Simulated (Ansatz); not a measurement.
in.yaml

```yaml
crystal:
  periodic: [false, false, false]
  atoms:
    - {symbol: P, position_ang: [0.000000, -0.070698, 0.000000]}
    - {symbol: H, position_ang: [0.000000, 1.086272, -0.839045]}
    - {symbol: H, position_ang: [0.000000, 1.086270, 0.839047]}
basis:
  gaussian: {orbitals: cc-pVDZ}
total_charge: 1
correlation: {method: sc_nevpt2, electrons: outside_noble_gas, active_space: {window: {electrons: 2, orbitals: 2}}}
```

```sh
$ ansatz run in.yaml --threads 1 --pin off --events-out ev --progress --plain --max-ram 2393MiB
```

Roughly how long does this take on 1 thread of Intel Xeon, shared host, and how much host memory?

0.7 s wall and 0.08 GiB.

```
282 factors; integrals over basis functions are off by at most 8.7e-4 eV
mean field evaluation 1: about -9292.8689 eV, gradient 6.7e0 eV
mean field evaluation 2: about -9292.8705 eV, gradient 6.7e0 eV
mean field evaluation 4: about -9293.0730 eV, gradient 3.6e-1 eV
mean field evaluation 8: about -9293.0738 eV, gradient 3.1e-6 eV
mean field -9293.07380926 eV, -341.5141634185 hartree, gradient 2.7e-6 eV, S^2 0.000000; 0 other end points of the search recorded, 0 dependent functions left out; unrestricted orbitals would lower it
reference -9293.07380926 eV, -341.5141634185 hartree; 8, 8 occupied and 20, 20 virtual orbitals, 282 factors
state -9293.64822532 eV, -341.5352728194 hartree
state -9293.64822532 eV, -341.5352728194 hartree; corrected -9295.88595023 eV, -341.6175076932 hartree
state -9293.53029944 eV, -341.5309391234 hartree
state -9293.53029944 eV, -341.5309391234 hartree; corrected -9295.82189441 eV, -341.6151536850 hartree
state -9293.64822532 eV, -341.5352728194 hartree; corrected -9295.88595023 eV, -341.6175076932 hartree
2 active orbitals were swapped for others, from the solution at -9293.53028643 eV, -341.5309386454 hartree to that at -9293.64813198 eV, -341.5352693893 hartree; typed "places" are swapped only where nearly empty or full, and so, without "given_window_search", are "orbital_numbers", "shells" and a window whose orbitals a file names under [Active]
Total energy: -9295.88595023 eV, -341.6175076932 hartree
```

For the same geometry and basis full CI lies 810.0 meV lower.
